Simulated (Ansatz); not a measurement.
# C3H4O2S: up Jacob's ladder to CCSD(T)

Aim: compute C3H4O2S with functionals from several rungs and with coupled cluster, and see how far each lands from CCSD(T) at the basis-set limit for the atomisation energy.

Program: Ansatz 0.2.0, Gaussian basis. Level of theory: functionals in def2-TZVPP, the program's frozen cores in correlated methods. These are calculated values, not measurements.

Levels to be run: PBE-D4, r2SCAN-D4, PBE0-D4, B3LYP-D4, ωB97X-V, ωB97M-V, B2PLYP; CCSD(T)/def2-TZVPP; MP2/def2-QZVPP; extrapolation to the limit.

### Step 1. The relaxed structure

An earlier PBE0-D4 in a triple-zeta def2 set relaxation fixed the geometry.

SMILES `OC1(O)C=CS1`, 10 atoms, charge 0, spin multiplicity 1.

Atoms are counted from 1 here; the program's logs count them from 0.

Bond lengths: O1–C2 1.376 Å, O1–H7 0.963 Å, C2–O3 1.352 Å, C2–C4 1.506 Å, C2–S6 1.970 Å, O3–H8 0.965 Å, C4–C5 1.330 Å, C4–H9 1.082 Å, C5–S6 1.760 Å, C5–H10 1.082 Å. Angles: C2–O1–H7 108.3°, O1–C2–O3 108.7°, O1–C2–C4 118.8°, O1–C2–S6 111.8°, O3–C2–C4 113.7°, O3–C2–S6 115.9°, C4–C2–S6 86.8°, C2–O3–H8 108.1°, C2–C4–C5 100.2°, C2–C4–H9 127.2°, C5–C4–H9 132.6°, C4–C5–S6 101.8°, C4–C5–H10 132.1°, S6–C5–H10 126.1°, C2–S6–C5 71.2°.

Geometry (Å):

```
atom     x (Å)     y (Å)     z (Å)
  O1   0.63591  -1.46206  -0.67048
  C2   0.04579  -0.55716   0.18206
  O3  -0.61755  -1.23667   1.14431
  C4  -0.74089   0.58502  -0.40370
  C5   0.02993   1.60811  -0.04676
  S6   1.33084   0.79553   0.81543
  H7   1.22543  -0.98102  -1.26135
  H8  -0.08659  -2.00400   1.38964
  H9  -1.67780   0.52684  -0.94247
 H10  -0.06196   2.67421  -0.20397
```

### Step 2. PBE-D4 (GGA)

in.yaml

```yaml
crystal:
  periodic: [false, false, false]
  atoms:
    - {symbol: O, position_ang: [0.635906, -1.462057, -0.670484]}
    - {symbol: C, position_ang: [0.045786, -0.557160, 0.182059]}
    - {symbol: O, position_ang: [-0.617551, -1.236670, 1.144308]}
    - {symbol: C, position_ang: [-0.740891, 0.585019, -0.403700]}
    - {symbol: C, position_ang: [0.029932, 1.608112, -0.046757]}
    - {symbol: S, position_ang: [1.330837, 0.795533, 0.815434]}
    - {symbol: H, position_ang: [1.225428, -0.981024, -1.261347]}
    - {symbol: H, position_ang: [-0.086588, -2.004003, 1.389636]}
    - {symbol: H, position_ang: [-1.677797, 0.526839, -0.942473]}
    - {symbol: H, position_ang: [-0.061963, 2.674213, -0.203974]}
basis:
  gaussian: {orbitals: def2-TZVPP}
hamiltonian: {xc: pbe, dispersion: d4}
output: {forces: true, orbitals: {seedname: orbitals}}
```

Command:

```
> ansatz run in.yaml --threads 4 --pin off --events-out ev --progress --plain --max-ram 10444MiB
```

After this run come: r2SCAN-D4 (meta-GGA); PBE0-D4 (hybrid); B3LYP-D4 (hybrid); ωB97X-V (range-separated); ωB97M-V (range-separated); B2PLYP (double hybrid); CCSD(T) in def2-TZVPP; MP2 in def2-QZVPP.

Before running them: what should the planned runs give, taken together? Wanted: atomisation energy, CCSD(T)/CBS; farthest; mean size of error, hybrid; mean size of error, range-separated; gap, smallest and largest; T1 diagnostic; triples share of the correlation energy.

**Answer**, as computed:

| quantity | value |
| --- | --- |
| atomisation energy, CCSD(T)/CBS | 4099.3 kJ/mol |
| functionals within 20.5 kJ/mol (0.5 %) | B3LYP-D4, ωB97X-V |
| farthest | PBE-D4 (+188.8 kJ/mol) |
| mean size of error, hybrid | 32.9 kJ/mol |
| mean size of error, range-separated | 13.5 kJ/mol |
| gap, smallest and largest | 3.64 eV (PBE-D4), 10.26 eV (ωB97X-V) |
| T1 diagnostic | 0.0135 |
| triples share of the correlation energy | 4.5 % |

In words: PBE-D4 is off by +188.8 kJ/mol. Double hybrids carry the basis error of their MP2 part in triple zeta, and no dispersion term here, so their miss is partly the set-up's. Misses under about 20.5 kJ/mol are within the doubt on the reference itself, which lacks core-valence correlation, relativity and higher excitations. Hartree-Fock recovers 66 % of the binding; the rest is correlation. The gap grows from 3.6 to 10.3 eV across the functionals, mostly with the share of exact exchange. The restricted reference is unstable towards a spin-broken one.
